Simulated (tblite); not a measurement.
Species: 2-chloro-2-propen-1-ol, C3H5ClO.
Numbering: `[CH2:1]=[C:2]([Cl:3])[CH2:4][OH:5]` (hydrogens: H6, H7 on C1; H8, H9 on C4; H10 on O5)

Computed with GFN2-xTB (tblite), gas phase: Langevin dynamics at 600 K from the optimised GFN2-xTB geometry, time step 0.5 fs, friction 0.01 fs⁻¹, 2000 steps. The instantaneous temperature is 2·E(kin)/(3Nk) with all 3N coordinates.

```json
{"t (fs)": "0", "T (K)": "508", "E(pot) above start (eV)": "0.000", "C1=C2 (Å)": "1.319", "C2–Cl3 (Å)": "1.741", "C2–C4 (Å)": "1.505", "C4–O5 (Å)": "1.402", "C1–H6 (Å)": "1.076", "C1–C2–C4–O5 (°)": "124"}
{"t (fs)": "25", "T (K)": "186", "E(pot) above start (eV)": "0.629", "C1=C2 (Å)": "1.354", "C2–Cl3 (Å)": "1.744", "C2–C4 (Å)": "1.552", "C4–O5 (Å)": "1.398", "C1–H6 (Å)": "1.046", "C1–C2–C4–O5 (°)": "122"}
{"t (fs)": "50", "T (K)": "548", "E(pot) above start (eV)": "0.488", "C1=C2 (Å)": "1.321", "C2–Cl3 (Å)": "1.699", "C2–C4 (Å)": "1.564", "C4–O5 (Å)": "1.380", "C1–H6 (Å)": "1.089", "C1–C2–C4–O5 (°)": "117"}
{"t (fs)": "75", "T (K)": "530", "E(pot) above start (eV)": "0.358", "C1=C2 (Å)": "1.300", "C2–Cl3 (Å)": "1.759", "C2–C4 (Å)": "1.540", "C4–O5 (Å)": "1.385", "C1–H6 (Å)": "1.043", "C1–C2–C4–O5 (°)": "102"}
{"t (fs)": "100", "T (K)": "648", "E(pot) above start (eV)": "0.441", "C1=C2 (Å)": "1.277", "C2–Cl3 (Å)": "1.730", "C2–C4 (Å)": "1.496", "C4–O5 (Å)": "1.460", "C1–H6 (Å)": "1.068", "C1–C2–C4–O5 (°)": "109"}
{"t (fs)": "125", "T (K)": "501", "E(pot) above start (eV)": "0.633", "C1=C2 (Å)": "1.341", "C2–Cl3 (Å)": "1.784", "C2–C4 (Å)": "1.433", "C4–O5 (Å)": "1.477", "C1–H6 (Å)": "1.127", "C1–C2–C4–O5 (°)": "114"}
{"t (fs)": "150", "T (K)": "487", "E(pot) above start (eV)": "0.453", "C1=C2 (Å)": "1.362", "C2–Cl3 (Å)": "1.695", "C2–C4 (Å)": "1.460", "C4–O5 (Å)": "1.398", "C1–H6 (Å)": "1.056", "C1–C2–C4–O5 (°)": "116"}
{"t (fs)": "175", "T (K)": "426", "E(pot) above start (eV)": "0.489", "C1=C2 (Å)": "1.310", "C2–Cl3 (Å)": "1.780", "C2–C4 (Å)": "1.552", "C4–O5 (Å)": "1.345", "C1–H6 (Å)": "1.047", "C1–C2–C4–O5 (°)": "115"}
{"t (fs)": "200", "T (K)": "458", "E(pot) above start (eV)": "0.584", "C1=C2 (Å)": "1.264", "C2–Cl3 (Å)": "1.707", "C2–C4 (Å)": "1.563", "C4–O5 (Å)": "1.436", "C1–H6 (Å)": "1.129", "C1–C2–C4–O5 (°)": "113"}
{"t (fs)": "225", "T (K)": "730", "E(pot) above start (eV)": "0.422", "C1=C2 (Å)": "1.339", "C2–Cl3 (Å)": "1.766", "C2–C4 (Å)": "1.470", "C4–O5 (Å)": "1.472", "C1–H6 (Å)": "1.091", "C1–C2–C4–O5 (°)": "125"}
{"t (fs)": "250", "T (K)": "409", "E(pot) above start (eV)": "0.535", "C1=C2 (Å)": "1.373", "C2–Cl3 (Å)": "1.710", "C2–C4 (Å)": "1.520", "C4–O5 (Å)": "1.435", "C1–H6 (Å)": "1.016", "C1–C2–C4–O5 (°)": "135"}
{"t (fs)": "275", "T (K)": "580", "E(pot) above start (eV)": "0.571", "C1=C2 (Å)": "1.301", "C2–Cl3 (Å)": "1.770", "C2–C4 (Å)": "1.554", "C4–O5 (Å)": "1.353", "C1–H6 (Å)": "1.133", "C1–C2–C4–O5 (°)": "147"}
{"t (fs)": "300", "T (K)": "406", "E(pot) above start (eV)": "0.869", "C1=C2 (Å)": "1.270", "C2–Cl3 (Å)": "1.746", "C2–C4 (Å)": "1.604", "C4–O5 (Å)": "1.341", "C1–H6 (Å)": "1.084", "C1–C2–C4–O5 (°)": "144"}
{"t (fs)": "325", "T (K)": "603", "E(pot) above start (eV)": "0.582", "C1=C2 (Å)": "1.351", "C2–Cl3 (Å)": "1.686", "C2–C4 (Å)": "1.570", "C4–O5 (Å)": "1.379", "C1–H6 (Å)": "1.056", "C1–C2–C4–O5 (°)": "142"}
{"t (fs)": "350", "T (K)": "375", "E(pot) above start (eV)": "0.849", "C1=C2 (Å)": "1.385", "C2–Cl3 (Å)": "1.788", "C2–C4 (Å)": "1.464", "C4–O5 (Å)": "1.435", "C1–H6 (Å)": "1.135", "C1–C2–C4–O5 (°)": "150"}
{"t (fs)": "375", "T (K)": "506", "E(pot) above start (eV)": "0.738", "C1=C2 (Å)": "1.355", "C2–Cl3 (Å)": "1.743", "C2–C4 (Å)": "1.455", "C4–O5 (Å)": "1.486", "C1–H6 (Å)": "1.067", "C1–C2–C4–O5 (°)": "141"}
{"t (fs)": "400", "T (K)": "676", "E(pot) above start (eV)": "0.495", "C1=C2 (Å)": "1.297", "C2–Cl3 (Å)": "1.798", "C2–C4 (Å)": "1.494", "C4–O5 (Å)": "1.417", "C1–H6 (Å)": "1.075", "C1–C2–C4–O5 (°)": "136"}
{"t (fs)": "425", "T (K)": "640", "E(pot) above start (eV)": "0.468", "C1=C2 (Å)": "1.300", "C2–Cl3 (Å)": "1.767", "C2–C4 (Å)": "1.597", "C4–O5 (Å)": "1.358", "C1–H6 (Å)": "1.055", "C1–C2–C4–O5 (°)": "124"}
{"t (fs)": "450", "T (K)": "623", "E(pot) above start (eV)": "0.567", "C1=C2 (Å)": "1.313", "C2–Cl3 (Å)": "1.693", "C2–C4 (Å)": "1.469", "C4–O5 (Å)": "1.361", "C1–H6 (Å)": "1.054", "C1–C2–C4–O5 (°)": "119"}
{"t (fs)": "475", "T (K)": "792", "E(pot) above start (eV)": "0.723", "C1=C2 (Å)": "1.379", "C2–Cl3 (Å)": "1.750", "C2–C4 (Å)": "1.493", "C4–O5 (Å)": "1.419", "C1–H6 (Å)": "1.156", "C1–C2–C4–O5 (°)": "107"}
{"t (fs)": "500", "T (K)": "721", "E(pot) above start (eV)": "0.987", "C1=C2 (Å)": "1.347", "C2–Cl3 (Å)": "1.772", "C2–C4 (Å)": "1.503", "C4–O5 (Å)": "1.513", "C1–H6 (Å)": "1.140", "C1–C2–C4–O5 (°)": "117"}
{"t (fs)": "525", "T (K)": "670", "E(pot) above start (eV)": "1.036", "C1=C2 (Å)": "1.278", "C2–Cl3 (Å)": "1.766", "C2–C4 (Å)": "1.450", "C4–O5 (Å)": "1.449", "C1–H6 (Å)": "1.006", "C1–C2–C4–O5 (°)": "120"}
{"t (fs)": "550", "T (K)": "851", "E(pot) above start (eV)": "0.771", "C1=C2 (Å)": "1.275", "C2–Cl3 (Å)": "1.781", "C2–C4 (Å)": "1.503", "C4–O5 (Å)": "1.487", "C1–H6 (Å)": "1.128", "C1–C2–C4–O5 (°)": "100"}
{"t (fs)": "575", "T (K)": "485", "E(pot) above start (eV)": "0.703", "C1=C2 (Å)": "1.352", "C2–Cl3 (Å)": "1.716", "C2–C4 (Å)": "1.572", "C4–O5 (Å)": "1.440", "C1–H6 (Å)": "1.113", "C1–C2–C4–O5 (°)": "93"}
{"t (fs)": "600", "T (K)": "550", "E(pot) above start (eV)": "0.856", "C1=C2 (Å)": "1.363", "C2–Cl3 (Å)": "1.789", "C2–C4 (Å)": "1.436", "C4–O5 (Å)": "1.336", "C1–H6 (Å)": "1.011", "C1–C2–C4–O5 (°)": "102"}
{"t (fs)": "625", "T (K)": "687", "E(pot) above start (eV)": "0.427", "C1=C2 (Å)": "1.321", "C2–Cl3 (Å)": "1.789", "C2–C4 (Å)": "1.463", "C4–O5 (Å)": "1.358", "C1–H6 (Å)": "1.061", "C1–C2–C4–O5 (°)": "102"}
{"t (fs)": "650", "T (K)": "644", "E(pot) above start (eV)": "0.612", "C1=C2 (Å)": "1.293", "C2–Cl3 (Å)": "1.705", "C2–C4 (Å)": "1.554", "C4–O5 (Å)": "1.448", "C1–H6 (Å)": "1.157", "C1–C2–C4–O5 (°)": "117"}
{"t (fs)": "675", "T (K)": "659", "E(pot) above start (eV)": "0.609", "C1=C2 (Å)": "1.335", "C2–Cl3 (Å)": "1.702", "C2–C4 (Å)": "1.593", "C4–O5 (Å)": "1.506", "C1–H6 (Å)": "1.045", "C1–C2–C4–O5 (°)": "110"}
{"t (fs)": "700", "T (K)": "489", "E(pot) above start (eV)": "0.629", "C1=C2 (Å)": "1.370", "C2–Cl3 (Å)": "1.715", "C2–C4 (Å)": "1.517", "C4–O5 (Å)": "1.355", "C1–H6 (Å)": "1.074", "C1–C2–C4–O5 (°)": "118"}
{"t (fs)": "725", "T (K)": "383", "E(pot) above start (eV)": "0.448", "C1=C2 (Å)": "1.309", "C2–Cl3 (Å)": "1.765", "C2–C4 (Å)": "1.543", "C4–O5 (Å)": "1.390", "C1–H6 (Å)": "1.114", "C1–C2–C4–O5 (°)": "117"}
{"t (fs)": "750", "T (K)": "518", "E(pot) above start (eV)": "0.474", "C1=C2 (Å)": "1.280", "C2–Cl3 (Å)": "1.815", "C2–C4 (Å)": "1.505", "C4–O5 (Å)": "1.424", "C1–H6 (Å)": "1.038", "C1–C2–C4–O5 (°)": "110"}
{"t (fs)": "775", "T (K)": "400", "E(pot) above start (eV)": "0.572", "C1=C2 (Å)": "1.367", "C2–Cl3 (Å)": "1.725", "C2–C4 (Å)": "1.450", "C4–O5 (Å)": "1.483", "C1–H6 (Å)": "1.122", "C1–C2–C4–O5 (°)": "132"}
{"t (fs)": "800", "T (K)": "435", "E(pot) above start (eV)": "0.481", "C1=C2 (Å)": "1.355", "C2–Cl3 (Å)": "1.747", "C2–C4 (Å)": "1.499", "C4–O5 (Å)": "1.429", "C1–H6 (Å)": "1.050", "C1–C2–C4–O5 (°)": "141"}
{"t (fs)": "825", "T (K)": "562", "E(pot) above start (eV)": "0.483", "C1=C2 (Å)": "1.276", "C2–Cl3 (Å)": "1.776", "C2–C4 (Å)": "1.572", "C4–O5 (Å)": "1.372", "C1–H6 (Å)": "1.058", "C1–C2–C4–O5 (°)": "150"}
{"t (fs)": "850", "T (K)": "806", "E(pot) above start (eV)": "0.499", "C1=C2 (Å)": "1.313", "C2–Cl3 (Å)": "1.707", "C2–C4 (Å)": "1.604", "C4–O5 (Å)": "1.359", "C1–H6 (Å)": "1.141", "C1–C2–C4–O5 (°)": "154"}
{"t (fs)": "875", "T (K)": "634", "E(pot) above start (eV)": "0.673", "C1=C2 (Å)": "1.401", "C2–Cl3 (Å)": "1.677", "C2–C4 (Å)": "1.507", "C4–O5 (Å)": "1.403", "C1–H6 (Å)": "1.072", "C1–C2–C4–O5 (°)": "171"}
{"t (fs)": "900", "T (K)": "690", "E(pot) above start (eV)": "0.650", "C1=C2 (Å)": "1.374", "C2–Cl3 (Å)": "1.802", "C2–C4 (Å)": "1.451", "C4–O5 (Å)": "1.403", "C1–H6 (Å)": "1.068", "C1–C2–C4–O5 (°)": "-174"}
{"t (fs)": "925", "T (K)": "669", "E(pot) above start (eV)": "0.806", "C1=C2 (Å)": "1.297", "C2–Cl3 (Å)": "1.780", "C2–C4 (Å)": "1.436", "C4–O5 (Å)": "1.406", "C1–H6 (Å)": "1.051", "C1–C2–C4–O5 (°)": "171"}
{"t (fs)": "950", "T (K)": "607", "E(pot) above start (eV)": "0.733", "C1=C2 (Å)": "1.300", "C2–Cl3 (Å)": "1.772", "C2–C4 (Å)": "1.525", "C4–O5 (Å)": "1.471", "C1–H6 (Å)": "1.011", "C1–C2–C4–O5 (°)": "176"}
{"t (fs)": "975", "T (K)": "689", "E(pot) above start (eV)": "0.778", "C1=C2 (Å)": "1.325", "C2–Cl3 (Å)": "1.711", "C2–C4 (Å)": "1.470", "C4–O5 (Å)": "1.409", "C1–H6 (Å)": "1.120", "C1–C2–C4–O5 (°)": "-174"}
{"t (fs)": "1000", "T (K)": "689", "E(pot) above start (eV)": "0.799", "C1=C2 (Å)": "1.363", "C2–Cl3 (Å)": "1.769", "C2–C4 (Å)": "1.575", "C4–O5 (Å)": "1.448", "C1–H6 (Å)": "1.072", "C1–C2–C4–O5 (°)": "153"}
```

**Question.** From 500 fs on, how do temperature and potential energy compare with equipartition?

**Answer.** The mean temperature of these 21 frames is 611 K against the target 600 K, and the mean potential energy 0.67 eV against 24 × kT/2 = 0.62 eV for 24 classical harmonic modes. For 10 atoms in a canonical ensemble the temperature itself scatters by T·√(2/(3N)) = 155 K; here its standard deviation is 123 K. The whole run lasts only 10 friction times of 100 fs, so these averages carry a wide statistical error.

**Question.** What are the kinetic and total energies of the listed frame with the highest potential energy?

**Answer.** The one at 525 fs, 1.036 eV above the start. Its kinetic energy is 3NkT/2 = 0.865 eV at 670 K, so the sum is 1.90 eV; over the listed frames the sum runs from 0.66 to 1.92 eV, since the thermostat adds and removes energy.

**Question.** How much do the listed bonds fluctuate from 500 fs on?

**Answer.** 
```tsv
bond	at the start (Å)	mean (Å)	standard deviation (Å)
C1=C2	1.319	1.328	0.037
C2–Cl3	1.741	1.751	0.038
C2–C4	1.505	1.511	0.052
C4–O5	1.402	1.423	0.050
C1–H6	1.076	1.079	0.045
```

The motion is classical and holds no zero-point motion.

What follows is the cost of the whole dynamics run. On an Intel Xeon Platinum 8259CL at 2.50 GHz with one thread, no GPU, shared host with 96 logical CPUs at a one-minute load of 25, this took 11 s and 0.18 GiB of memory at its peak.
